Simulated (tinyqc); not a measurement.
UKS/LDA (VWN5) in the sto-6g basis, for CH, spin multiplicity 4, step by step (part 1 of 2). Computed by tinyqc, a small Python program that keeps every step (integrals from PySCF). Settings: charge = 0, multiplicity = 4, basis = sto-6g, energy threshold = 1e-08, iteration cap = 59, orthogonalisation = canonical, start = core, DIIS depth = 0, damping = 0.2, method = UKS, functional = lda,vwn, grid = [10, 86]. Command: `OMP_NUM_THREADS=1 python tinyqc.py 23312 23313 out.jsonl` (the two numbers bound the seeds that draw the settings). One thread of a shared host (Intel(R) Xeon(R) Processor @ 2.60GHz), about 1 s of CPU time with the checks. Later iterations appear only in the table of the cycle.

## One-electron integrals

Geometry (angstrom):
```
atom       x       y       z
C     0.0000  0.0000  0.0000
H     0.0000  0.0000  1.2800
```

Basis sto-6g: exponents (1/bohr^2) and contraction coefficients of normalised primitives:
```
element  l (shell)  exponent  coefficient
C            s (1)  742.7370       0.0092
C            s (1)  136.1800       0.0494
C            s (1)   38.0983       0.1685
C            s (1)   13.0878       0.3706
C            s (1)    5.0824       0.4165
C            s (1)    2.0932       0.1303
C            s (2)   30.4972      -0.0133
C            s (2)    6.0362      -0.0470
C            s (2)    1.8760      -0.0338
C            s (2)    0.7218       0.2502
C            s (2)    0.3135       0.5951
C            s (2)    0.1437       0.2407
C            p (3)   30.4972       0.0038
C            p (3)    6.0362       0.0377
C            p (3)    1.8760       0.1739
C            p (3)    0.7218       0.4180
C            p (3)    0.3135       0.4259
C            p (3)    0.1437       0.1017
H            s (1)   35.5232       0.0092
H            s (1)    6.5131       0.0494
H            s (1)    1.8221       0.1685
H            s (1)    0.6260       0.3706
H            s (1)    0.2431       0.4165
H            s (1)    0.1001       0.1303
```

Overlap, kinetic and nuclear-attraction integrals over the contracted functions; the nuclear repulsion is the sum of Za Zb / Rab.

nuclear repulsion = 2.480518 hartree

overlap S, lower triangle:
```
         1C 1s   1C 2s  1C 2px  1C 2py  1C 2pz   2H 1s
1C 1s   1.0000
1C 2s   0.2432  1.0000
1C 2px  0.0000  0.0000  1.0000
1C 2py  0.0000  0.0000  0.0000  1.0000
1C 2pz  0.0000  0.0000  0.0000  0.0000  1.0000
2H 1s   0.0418  0.3883  0.0000  0.0000  0.3970  1.0000
```

kinetic energy T (hartree), lower triangle:
```
          1C 1s   1C 2s  1C 2px  1C 2py  1C 2pz   2H 1s
1C 1s   16.0686
1C 2s   -0.4928  0.4924
1C 2px   0.0000  0.0000  1.4792
1C 2py   0.0000  0.0000  0.0000  1.4792
1C 2pz   0.0000  0.0000  0.0000  0.0000  1.4792
2H 1s   -0.0094  0.0542  0.0000  0.0000  0.1632  0.7685
```

nuclear attraction V (hartree), lower triangle:
```
           1C 1s    1C 2s   1C 2px   1C 2py   1C 2pz    2H 1s
1C 1s   -34.4214
1C 2s    -3.7190  -5.5687
1C 2px    0.0000   0.0000  -5.5381
1C 2py    0.0000   0.0000   0.0000  -5.5381
1C 2pz   -0.0130  -0.1347   0.0000   0.0000  -5.6294
2H 1s    -0.7214  -1.7622   0.0000   0.0000  -1.6866  -3.6954
```

core Hamiltonian H = T + V (hartree), lower triangle:
```
           1C 1s    1C 2s   1C 2px   1C 2py   1C 2pz    2H 1s
1C 1s   -18.3527
1C 2s    -4.2118  -5.0763
1C 2px    0.0000   0.0000  -4.0588
1C 2py    0.0000   0.0000   0.0000  -4.0588
1C 2pz   -0.0130  -0.1347   0.0000   0.0000  -4.1502
2H 1s    -0.7308  -1.7080   0.0000   0.0000  -1.5234  -2.9269
```

## Two-electron integrals

Functions are numbered as in S; the eight-fold symmetry (ij|kl) = (ji|kl) = (kl|ij) leaves the list below.

Two-electron integrals (ij|kl) in chemists' order, unique and non-zero (hartree):
```
(11|11) 3.5437   (21|11) 0.5295   (21|21) 0.1003   (22|11) 0.8536
(22|21) 0.1999   (22|22) 0.6248   (31|31) 0.0213   (32|31) 0.0319
(32|32) 0.1381   (33|11) 0.8536   (33|21) 0.1999   (33|22) 0.6248
(33|33) 0.6732   (41|41) 0.0213   (42|41) 0.0319   (42|42) 0.1381
(43|43) 0.0363   (44|11) 0.8536   (44|21) 0.1999   (44|22) 0.6248
(44|33) 0.6007   (44|44) 0.6732   (51|51) 0.0213   (52|51) 0.0319
(52|52) 0.1381   (53|53) 0.0363   (54|54) 0.0363   (55|11) 0.8536
(55|21) 0.1999   (55|22) 0.6248   (55|33) 0.6007   (55|44) 0.6007
(55|55) 0.6732   (61|11) 0.0957   (61|21) 0.0175   (61|22) 0.0343
(61|33) 0.0342   (61|44) 0.0342   (61|51) 0.0011   (61|52) 0.0022
(61|55) 0.0346   (61|61) 0.0031   (62|11) 0.2450   (62|21) 0.0583
(62|22) 0.2027   (62|33) 0.1978   (62|44) 0.1978   (62|51) 0.0059
(62|52) 0.0407   (62|55) 0.2126   (62|61) 0.0105   (62|62) 0.0896
(63|31) 0.0060   (63|32) 0.0315   (63|53) 0.0078   (63|63) 0.0104
(64|41) 0.0060   (64|42) 0.0315   (64|54) 0.0078   (64|64) 0.0104
(65|11) 0.2179   (65|21) 0.0526   (65|22) 0.1933   (65|33) 0.1838
(65|44) 0.1838   (65|51) 0.0106   (65|52) 0.0668   (65|55) 0.2123
(65|61) 0.0099   (65|62) 0.1013   (65|65) 0.1227   (66|11) 0.4090
(66|21) 0.0992   (66|22) 0.3925   (66|33) 0.3725   (66|44) 0.3725
(66|51) 0.0119   (66|52) 0.1115   (66|55) 0.4327   (66|61) 0.0181
(66|62) 0.2266   (66|65) 0.2819   (66|66) 0.7750
```

## Orthogonalisation

S = U s U^T; canonical form X = U s^(-1/2), so that X^T S X = 1. Each column of U has its largest component positive (the first on a tie).

eigenvalues of S: 0.4282  0.8217  1.0000  1.0000  1.1532  1.5969

X:
```
              1        2       3        4        5       6
1C 1s    0.2728   0.7705  0.0000   0.0000   0.5957  0.2112
1C 2s   -0.8193  -0.5232  0.0000   0.0000   0.4114  0.4279
1C 2px   0.0000   0.0000  0.6182   0.7860   0.0000  0.0000
1C 2py   0.0000   0.0000  0.7860  -0.6182   0.0000  0.0000
1C 2pz  -0.7191   0.5394  0.0000   0.0000  -0.5465  0.3496
2H 1s    1.0356  -0.2423  0.0000   0.0000  -0.2109  0.5256
```

Within a degenerate level the vectors are fixed only up to a rotation; this is one choice.

## Starting guess

The start is the orbitals of the core Hamiltonian; D(s) = C_occ C_occ^T for each spin.

D(alpha) at the start, lower triangle:
```
          1C 1s    1C 2s  1C 2px  1C 2py   1C 2pz   2H 1s
1C 1s    1.0660
1C 2s   -0.2770   1.1589
1C 2px   0.0000   0.0000  1.0000
1C 2py   0.0000   0.0000  0.0000  1.0000
1C 2pz  -0.0191   0.1027  0.0000  0.0000   1.1088
2H 1s    0.0361  -0.1410  0.0000  0.0000  -0.1646  0.0382
```

D(beta) at the start, lower triangle:
```
          1C 1s    1C 2s  1C 2px  1C 2py   1C 2pz   2H 1s
1C 1s    1.0547
1C 2s   -0.2279   0.9454
1C 2px   0.0000   0.0000  0.0000
1C 2py   0.0000   0.0000  0.0000  0.0000
1C 2pz  -0.1155   0.5214  0.0000  0.0000   0.2877
2H 1s    0.0441  -0.1755  0.0000  0.0000  -0.0968  0.0326
```

## Iteration 1: exchange-correlation on the grid

Becke grid with 10 radial and 86 angular points per atom, points of zero weight dropped. rho = sum D_ij phi_i phi_j; V_xc,ij = sum w v_xc phi_i phi_j; v_xc is d(rho eps)/d rho(s) for spin s.

The 16 grid points with the largest w rho, of 1714 (bohr, atomic units):
```
x              y       z       w  rho(alpha)  rho(beta)   eps_xc  v_xc(alpha)
0.8402    0.8402  0.8402  0.2372      0.0950     0.0460  -0.4486      -0.6185
-0.8402   0.8402  0.8402  0.2372      0.0950     0.0460  -0.4486      -0.6185
0.8402   -0.8402  0.8402  0.2372      0.0950     0.0460  -0.4486      -0.6185
-0.8402  -0.8402  0.8402  0.2372      0.0950     0.0460  -0.4486      -0.6185
1.0105    0.2751  1.0105  0.2228      0.0944     0.0515  -0.4509      -0.6189
0.2751    1.0105  1.0105  0.2228      0.0944     0.0515  -0.4509      -0.6189
-0.2751   1.0105  1.0105  0.2228      0.0944     0.0515  -0.4509      -0.6189
1.0105   -0.2751  1.0105  0.2228      0.0944     0.0515  -0.4509      -0.6189
-1.0105   0.2751  1.0105  0.2228      0.0944     0.0515  -0.4509      -0.6189
0.2751   -1.0105  1.0105  0.2228      0.0944     0.0515  -0.4509      -0.6189
-1.0105  -0.2751  1.0105  0.2228      0.0944     0.0515  -0.4509      -0.6189
-0.2751  -1.0105  1.0105  0.2228      0.0944     0.0515  -0.4509      -0.6189
0.0000    1.3495  0.5446  0.2433      0.0948     0.0362  -0.4437      -0.6146
1.3495    0.0000  0.5446  0.2433      0.0948     0.0362  -0.4437      -0.6146
-1.3495   0.0000  0.5446  0.2433      0.0948     0.0362  -0.4437      -0.6146
0.0000   -1.3495  0.5446  0.2433      0.0948     0.0362  -0.4437      -0.6146
```

electrons on the grid, sum of w rho = 6.9979

E_xc = sum of w rho eps_xc = -5.700631 hartree

V_xc(alpha) (hartree), lower triangle:
```
          1C 1s    1C 2s   1C 2px   1C 2py   1C 2pz    2H 1s
1C 1s   -2.2036
1C 2s   -0.3061  -0.6310
1C 2px   0.0000   0.0000  -0.6307
1C 2py   0.0000   0.0000   0.0000  -0.6307
1C 2pz  -0.0016  -0.0070   0.0000   0.0000  -0.6278
2H 1s   -0.0569  -0.1773   0.0000   0.0000  -0.1551  -0.2140
```

V_xc(beta) (hartree), lower triangle:
```
          1C 1s    1C 2s   1C 2px   1C 2py   1C 2pz    2H 1s
1C 1s   -2.1587
1C 2s   -0.2735  -0.4640
1C 2px   0.0000   0.0000  -0.4649
1C 2py   0.0000   0.0000   0.0000  -0.4649
1C 2pz  -0.0118  -0.0784   0.0000   0.0000  -0.4597
2H 1s   -0.0525  -0.1482   0.0000   0.0000  -0.1426  -0.1919
```

## Iteration 1: building the Kohn-Sham matrix

J_ij = sum D_kl (ij|kl) with D = D(alpha) + D(beta); F = H + J + V_xc; E = tr D H + tr D J / 2 + E_xc + E_nn.

Coulomb J (hartree), lower triangle:
```
          1C 1s   1C 2s  1C 2px  1C 2py  1C 2pz   2H 1s
1C 1s   11.4511
1C 2s    2.0667  4.8493
1C 2px   0.0000  0.0000  4.8464
1C 2py   0.0000  0.0000  0.0000  4.8464
1C 2pz   0.0258  0.1114  0.0000  0.0000  4.8552
2H 1s    0.3666  1.5369  0.0000  0.0000  1.4536  2.8452
```

F(alpha) (hartree), lower triangle:
```
          1C 1s    1C 2s  1C 2px  1C 2py   1C 2pz    2H 1s
1C 1s   -9.1052
1C 2s   -2.4511  -0.8580
1C 2px   0.0000   0.0000  0.1569
1C 2py   0.0000   0.0000  0.0000  0.1569
1C 2pz   0.0112  -0.0303  0.0000  0.0000   0.0773
2H 1s   -0.4212  -0.3485  0.0000  0.0000  -0.2249  -0.2957
```

F(beta) (hartree), lower triangle:
```
          1C 1s    1C 2s  1C 2px  1C 2py   1C 2pz    2H 1s
1C 1s   -9.0603
1C 2s   -2.4185  -0.6910
1C 2px   0.0000   0.0000  0.3227
1C 2py   0.0000   0.0000  0.0000  0.3227
1C 2pz   0.0011  -0.1018  0.0000  0.0000   0.2453
2H 1s   -0.4168  -0.3193  0.0000  0.0000  -0.2124  -0.2736
```

total energy of this density = -37.326432 hartree

This density is the starting one.

## Iteration 1: diagonalisation and new density

Diagonalise F' = X^T F X, C = X C', fill 5 alpha and 2 beta electrons from the bottom; D(s) = C_occ C_occ^T; the new density keeps 0.2 of the old one (damping). Each column has its largest component positive (the first on a tie).

F' = X^T F X (alpha) (hartree), lower triangle:
```
         1        2       3       4        5        6
1   0.2132
2  -0.6959  -3.5042
3   0.0000   0.0000  0.1569
4   0.0000   0.0000  0.0000  0.1569
5  -0.5362  -3.9401  0.0000  0.0000  -4.4467
6  -0.4020  -1.8334  0.0000  0.0000  -2.1884  -1.4189
```

orbital energies (alpha) (hartree): MO1 -9.1123, MO2 -0.3654, MO3 -0.0729, MO4 0.1569, MO5 0.1569, MO6 0.3939

coefficients C (alpha):
```
            MO1      MO2      MO3     MO4      MO5      MO6
1C 1s    0.9924  -0.1595  -0.2163  0.0000   0.0000  -0.1021
1C 2s    0.0311   0.4767   0.8838  0.0000   0.0000   0.5368
1C 2px   0.0000   0.0000   0.0000  0.9995  -0.0309   0.0000
1C 2py   0.0000   0.0000   0.0000  0.0309   0.9995   0.0000
1C 2pz   0.0016   0.1564  -0.4344  0.0000   0.0000   1.0078
2H 1s   -0.0074   0.6638  -0.4819  0.0000   0.0000  -0.8827
```

F' = X^T F X (beta) (hartree), lower triangle:
```
         1        2       3       4        5        6
1   0.2789
2  -0.6997  -3.3735
3   0.0000   0.0000  0.3227
4   0.0000   0.0000  0.0000  0.3227
5  -0.5265  -4.0397  0.0000  0.0000  -4.2999
6  -0.4452  -1.8418  0.0000  0.0000  -2.1709  -1.3580
```

orbital energies (beta) (hartree): MO1 -9.0660, MO2 -0.3155, MO3 0.1152, MO4 0.3227, MO5 0.3227, MO6 0.5139

coefficients C (beta):
```
            MO1      MO2      MO3      MO4     MO5      MO6
1C 1s    0.9932  -0.1249  -0.2467   0.0000  0.0000  -0.0677
1C 2s    0.0280   0.3372   1.0152   0.0000  0.0000   0.3903
1C 2px   0.0000   0.0000   0.0000   0.7314  0.6819   0.0000
1C 2py   0.0000   0.0000   0.0000  -0.6819  0.7314   0.0000
1C 2pz   0.0027   0.1782  -0.2414   0.0000  0.0000   1.0672
2H 1s   -0.0070   0.7512  -0.5228   0.0000  0.0000  -0.7838
```

D(alpha) after iteration 1, lower triangle:
```
          1C 1s    1C 2s  1C 2px  1C 2py  1C 2pz   2H 1s
1C 1s    1.0588
1C 2s   -0.2445   1.0392
1C 2px   0.0000   0.0000  1.0000
1C 2py   0.0000   0.0000  0.0000  1.0000
1C 2pz   0.0527  -0.2269  0.0000  0.0000  0.3923
2H 1s    0.0001  -0.1159  0.0000  0.0000  0.2176  0.5459
```

D(beta) after iteration 1, lower triangle:
```
          1C 1s   1C 2s  1C 2px  1C 2py  1C 2pz   2H 1s
1C 1s    1.0125
1C 2s   -0.0570  0.2807
1C 2px   0.0000  0.0000  0.0000
1C 2py   0.0000  0.0000  0.0000  0.0000
1C 2pz  -0.0387  0.1524  0.0000  0.0000  0.0829
2H 1s   -0.0718  0.1674  0.0000  0.0000  0.0877  0.4580
```

Within a degenerate level the vectors are fixed only up to a rotation; this is one choice.

## Iteration 2: exchange-correlation on the grid

As before.

The 16 grid points with the largest w rho, of 1714 (bohr, atomic units):
```
x              y        z       w  rho(alpha)  rho(beta)   eps_xc  v_xc(alpha)
-0.5446   1.3495   0.0000  0.2459      0.0907     0.0078  -0.4378      -0.5934
-0.5446  -1.3495   0.0000  0.2459      0.0907     0.0078  -0.4378      -0.5934
0.5446   -1.3495   0.0000  0.2459      0.0907     0.0078  -0.4378      -0.5934
-1.3495  -0.5446   0.0000  0.2459      0.0907     0.0078  -0.4378      -0.5934
1.3495    0.5446   0.0000  0.2459      0.0907     0.0078  -0.4378      -0.5934
0.5446    1.3495   0.0000  0.2459      0.0907     0.0078  -0.4378      -0.5934
-1.3495   0.5446   0.0000  0.2459      0.0907     0.0078  -0.4378      -0.5934
1.3495   -0.5446   0.0000  0.2459      0.0907     0.0078  -0.4378      -0.5934
-1.0105  -1.0105  -0.2751  0.2474      0.0923     0.0052  -0.4422      -0.5951
1.0105   -1.0105  -0.2751  0.2474      0.0923     0.0052  -0.4422      -0.5951
-1.0105   1.0105  -0.2751  0.2474      0.0923     0.0052  -0.4422      -0.5951
1.0105    1.0105  -0.2751  0.2474      0.0923     0.0052  -0.4422      -0.5951
-1.0105   1.0105   0.2751  0.2467      0.0865     0.0111  -0.4294      -0.5868
1.0105    1.0105   0.2751  0.2467      0.0865     0.0111  -0.4294      -0.5868
1.0105   -1.0105   0.2751  0.2467      0.0865     0.0111  -0.4294      -0.5868
-1.0105  -1.0105   0.2751  0.2467      0.0865     0.0111  -0.4294      -0.5868
```

electrons on the grid, sum of w rho = 6.9988

E_xc = sum of w rho eps_xc = -5.415827 hartree

V_xc(alpha) (hartree), lower triangle:
```
          1C 1s    1C 2s   1C 2px   1C 2py   1C 2pz    2H 1s
1C 1s   -2.1898
1C 2s   -0.2982  -0.6045
1C 2px   0.0000   0.0000  -0.6079
1C 2py   0.0000   0.0000   0.0000  -0.6079
1C 2pz   0.0019  -0.0016   0.0000   0.0000  -0.5941
2H 1s   -0.0552  -0.2003   0.0000   0.0000  -0.1980  -0.4707
```

V_xc(beta) (hartree), lower triangle:
```
          1C 1s    1C 2s   1C 2px   1C 2py   1C 2pz    2H 1s
1C 1s   -2.1372
1C 2s   -0.2643  -0.4194
1C 2px   0.0000   0.0000  -0.4128
1C 2py   0.0000   0.0000   0.0000  -0.4128
1C 2pz  -0.0060  -0.0646   0.0000   0.0000  -0.4305
2H 1s   -0.0504  -0.1685   0.0000   0.0000  -0.1858  -0.4483
```

## Iteration 2: building the Kohn-Sham matrix

As before.

Coulomb J (hartree), lower triangle:
```
          1C 1s   1C 2s  1C 2px  1C 2py  1C 2pz   2H 1s
1C 1s   10.8155
1C 2s    1.9302  4.5469
1C 2px   0.0000  0.0000  4.5331
1C 2py   0.0000  0.0000  0.0000  4.5331
1C 2pz   0.0147  0.1369  0.0000  0.0000  4.5744
2H 1s    0.3423  1.5276  0.0000  0.0000  1.5005  3.2106
```

F(alpha) (hartree), lower triangle:
```
          1C 1s    1C 2s   1C 2px   1C 2py   1C 2pz    2H 1s
1C 1s   -9.7270
1C 2s   -2.5798  -1.1340
1C 2px   0.0000   0.0000  -0.1336
1C 2py   0.0000   0.0000   0.0000  -0.1336
1C 2pz   0.0037   0.0006   0.0000   0.0000  -0.1699
2H 1s   -0.4437  -0.3807   0.0000   0.0000  -0.2209  -0.1870
```

F(beta) (hartree), lower triangle:
```
          1C 1s    1C 2s  1C 2px  1C 2py   1C 2pz    2H 1s
1C 1s   -9.6744
1C 2s   -2.5459  -0.9489
1C 2px   0.0000   0.0000  0.0615
1C 2py   0.0000   0.0000  0.0000  0.0615
1C 2pz  -0.0042  -0.0623  0.0000  0.0000  -0.0063
2H 1s   -0.4389  -0.3490  0.0000  0.0000  -0.2087  -0.1646
```

total energy of this density = -37.765848 hartree

This density is a damped mixture and is not idempotent.

## Iteration 2: diagonalisation and new density

As before.

F' = X^T F X (alpha) (hartree), lower triangle:
```
         1        2        3        4        5        6
1   0.1036
2  -0.7782  -3.9352
3   0.0000   0.0000  -0.1336
4   0.0000   0.0000   0.0000  -0.1336
5  -0.6412  -4.0652   0.0000   0.0000  -4.8429
6  -0.2391  -1.9578   0.0000   0.0000  -2.3391  -1.5305
```

orbital energies (alpha) (hartree): MO1 -9.7326, MO2 -0.4963, MO3 -0.2436, MO4 -0.1336, MO5 -0.1336, MO6 0.2674

coefficients C (alpha):
```
            MO1      MO2      MO3      MO4     MO5      MO6
1C 1s    0.9934  -0.2558   0.0713   0.0000  0.0000   0.1008
1C 2s    0.0272   0.9234  -0.3429   0.0000  0.0000  -0.5712
1C 2px   0.0000   0.0000   0.0000  -0.1585  0.9874   0.0000
1C 2py   0.0000   0.0000   0.0000   0.9874  0.1585   0.0000
1C 2pz   0.0022   0.0168   0.7418   0.0000  0.0000  -0.8236
2H 1s   -0.0067   0.2131   0.4406   0.0000  0.0000   1.1011
```

F' = X^T F X (beta) (hartree), lower triangle:
```
         1        2       3       4        5        6
1   0.1848
2  -0.7742  -3.7997
3   0.0000   0.0000  0.0615
4   0.0000   0.0000  0.0000  0.0615
5  -0.6368  -4.1599  0.0000  0.0000  -4.6968
6  -0.2920  -1.9692  0.0000  0.0000  -2.3162  -1.4622
```

orbital energies (beta) (hartree): MO1 -9.6789, MO2 -0.3650, MO3 -0.0817, MO4 0.0615, MO5 0.0615, MO6 0.3517

coefficients C (beta):
```
            MO1      MO2      MO3      MO4     MO5      MO6
1C 1s    0.9941  -0.2165  -0.1541   0.0000  0.0000   0.0924
1C 2s    0.0243   0.7536   0.6704   0.0000  0.0000  -0.5285
1C 2px   0.0000   0.0000   0.0000  -0.1190  0.9929   0.0000
1C 2py   0.0000   0.0000   0.0000   0.9929  0.1190   0.0000
1C 2pz   0.0029   0.1968  -0.5961   0.0000  0.0000  -0.9137
2H 1s   -0.0063   0.3844  -0.4884   0.0000  0.0000   1.0323
```

D(alpha) after iteration 2, lower triangle:
```
          1C 1s    1C 2s  1C 2px  1C 2py  1C 2pz   2H 1s
1C 1s    1.0576
1C 2s   -0.2358   0.9847
1C 2px   0.0000   0.0000  1.0000
1C 2py   0.0000   0.0000  0.0000  1.0000
1C 2pz   0.0511  -0.2364  0.0000  0.0000  0.5189
2H 1s   -0.0238   0.0132  0.0000  0.0000  0.3079  0.3009
```

D(beta) after iteration 2, lower triangle:
```
          1C 1s   1C 2s  1C 2px  1C 2py  1C 2pz   2H 1s
1C 1s    1.0306
1C 2s   -0.1226  0.5110
1C 2px   0.0000  0.0000  0.0000
1C 2py   0.0000  0.0000  0.0000  0.0000
1C 2pz  -0.0395  0.1492  0.0000  0.0000  0.0476
2H 1s   -0.0859  0.2651  0.0000  0.0000  0.0780  0.2099
```

Within a degenerate level the vectors are fixed only up to a rotation; this is one choice.
